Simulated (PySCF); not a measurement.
Core-level binding energies of `O=C[C@@H](F)CF`

Species: C3H4F2O.
Numbering: `[O:1]=[CH:2][C@@H:3]([F:4])[CH2:5][F:6]`

Structure used (PBE0-D3(BJ)/def2-SVP), in Å, numbered top down from 1:
```
atom  x, y, z in Å
O1     1.9127    0.9374    0.1641
C2     0.9479    0.8774   -0.5434
C3    -0.4148    0.4405   -0.0306
F4    -1.3283    0.5467   -1.0457
C5    -0.3717   -0.9657    0.5131
F6     0.1290   -1.8226   -0.4280
H7     0.9643    1.1417   -1.6310
H8    -0.7026    1.1236    0.7907
H9     0.2789   -0.9781    1.4033
H10   -1.3891   -1.2875    0.7896
```

The calculation used delta-SCF UKS SCAN, pcX-2 on the ionised atom, pcseg-1 elsewhere, spin-free X2C (PySCF 2.14.0). Each binding energy is the total energy of the core-ionised species, with the hole localised on one atom, minus that of the ground state; both are solved self-consistently, so orbital relaxation is included.

Problem. What binding energy does each computed site have?

Solution. 
```tsv
atom(s)	environment	level	binding energy (eV)	above the level's lowest (eV)	count
O1	aldehyde oxygen	O 1s	538.99	0.00	1
C2	aldehyde carbon	C 1s	294.35	+0.39	1
C3	sp3 C–F carbon	C 1s	293.98	+0.02	1
F4	alkyl fluorine	F 1s	693.28	+0.13	1
C5	sp3 C–F carbon	C 1s	293.96	0.00	1
F6	alkyl fluorine	F 1s	693.15	0.00	1
```

Lowest listed C 1s: C5, bonded to F, C and 2 H. Highest, 0.39 eV above it: C2, bonded to O (double bond), C and H. The widest gap between neighbouring values is 0.37 eV, between 293.98 and 294.35 eV. Summing the Pauling electronegativity differences to the bonded atoms, each weighted by its formal bond order, gives +0.73 for the lowest site and +1.43 for the highest; no listed site has a larger sum than the highest. The values 293.96 and 293.98 eV lie too close for their order to be trusted.

The 2 F 1s values lie within 0.13 eV of each other; Gaussian lines of 0.5 eV full width would blend them into one maximum.

Problem. Which photon wavelength matches the C 1s of C5 threshold?

Solution. λ = hc/E = 12398.42 eV Å / 293.96 eV = 42.177 Å.

The unrestricted hole states depart most from a pure doublet (⟨S²⟩ = 0.75; over 0.85 named) for C 1s of C2 (0.86), which makes this value less certain. Isolated species at its PBE0-D3(BJ)/def2-SVP geometry (one conformer only).

Hardware: one thread, Arm Neoverse V1, shared host. Cost: 40 s wall.
